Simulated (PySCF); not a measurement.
Input of a response calculation (the driver script's job line, then coordinates in Å):

```
{"job": {"kind": "uv", "xc": "CAM-B3LYP", "basis": "aug-cc-pVTZ", "ip": false, "dynamic": false}, "charge": 0, "multiplicity": 1}
O     -0.476192     0.843022     0.529436
N     -0.055165    -0.213342     0.253863
O      0.925502    -0.807854     0.484730
F     -0.966349    -0.965650    -0.572095
```

Its output, with some lines taken out ([cut]) and without the SCF cycles:

```
converged SCF energy = -304.9252949414

[cut]

Singlet excitations
state   eV       nm        f      main configurations
  1   5.1952    238.7   0.00000   H->L 0.99
[cut]
  3   7.0144    176.8   0.01725   H->L+1 0.54, H-1->L 0.35, H->L+2 0.10
  4   7.9505    155.9   0.00000   H-1->L+1 0.88, H-1->L+2 0.11
[cut]
  6   8.5034    145.8   0.20521   H-1->L 0.52, H->L+1 0.36
  7   8.7430    141.8   0.00000   H-4->L 0.99
  8   9.0352    137.2   0.00008   H-3->L+1 0.83, H-3->L+2 0.16
  9   9.6562    128.4   0.00238   H-4->L+1 0.61, H->L+2 0.19, H-4->L+2 0.11
 10  10.0811    123.0   0.09999   H->L+2 0.63, H-4->L+1 0.20

Triplet excitations (Tamm-Dancoff, eV): 4.6048 4.6792 6.1044 6.7012
```

Theory: TDDFT CAM-B3LYP/aug-cc-pVTZ, vertical, gas phase, core orbitals frozen in the response (PySCF). Geometry: PBE0-D3(BJ)/def2-TZVP; no solvent, vibrations or thermal averaging.

Q: Restore the lines that were cut, in order.

A: 
```
Static polarisability (au): isotropic 22.156, principal 13.865 24.560 28.042
  2   6.5224    190.1   0.00036   H-2->L 0.99
  5   8.3448    148.6   0.00142   H-3->L 0.76, H-2->L+1 0.20
```

Q: How many basis functions and electrons does this run hold?

A: 184 basis functions for 32 electrons in 16 doubly occupied orbitals.

Q: Give the energy of state 2 in hartree, cm⁻¹ and kJ/mol.

A: 0.23969 hartree, 52607 cm⁻¹, 629.3 kJ/mol.

Q: What transition dipole goes with state 6?

A: |μ|² = 3f / (2ΔE) = 3 × 0.2052 / (2 × 0.3125) = 0.985 au, so |μ| = 2.52 D.

Q: Write the structure that the coordinates describe.

A: `O=[N+]([O-])F` (nitryl fluoride) (FNO2), point group C2v.

H and L stand for HOMO and LUMO.

Hardware: an Arm Neoverse V2 with one thread, shared host. Cost: 11 s, 0.63 GiB resident at most.
